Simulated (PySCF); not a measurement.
From results back to the method.

Species: C4H7F.
Geometry (PBE0-D3(BJ)/def2-SVP, Å), atoms numbered from 1 in this order:
```xyz
12
C4H7F angstrom
C      0.1194    1.1712   -1.0003
C      0.0416    0.1518   -0.1419
C      1.1228   -0.8676    0.0475
C     -1.1729   -0.0483    0.7140
F     -2.1445    0.8829    0.4765
H     -0.7052    1.8796   -1.0991
H      1.0044    1.3173   -1.6249
H      1.4480   -0.9182    1.1007
H      0.7715   -1.8781   -0.2234
H      2.0017   -0.6350   -0.5686
H     -1.5949   -1.0563    0.5359
H     -0.8919    0.0008    1.7834
```

The closed-shell ground state was solved 4 times with PySCF (density fitting, gas phase), always with PBE0, in these basis sets: 6-31G*, def2-SVP, def2-SVPD and pcSseg-2.

```csv
row,total energy (Eh),HOMO (eV),LUMO (eV),dipole (D)
P,-255.9927,-7.34,0.23,2.03
Q,-255.9752,-7.23,0.48,1.93
R,-256.1554,-7.04,0.77,1.80
S,-256.2668,-7.32,0.15,2.01
```

Problem. Which basis belongs to which row?

Solution. P = def2-SVPD, Q = def2-SVP, R = 6-31G*, S = pcSseg-2. From the lowest total energy up: pcSseg-2 (278 functions) 0 eV; 6-31G* (84 functions) +3.03 eV; def2-SVPD (159 functions) +7.46 eV; def2-SVP (105 functions) +7.93 eV.

One conformer stands for the species.
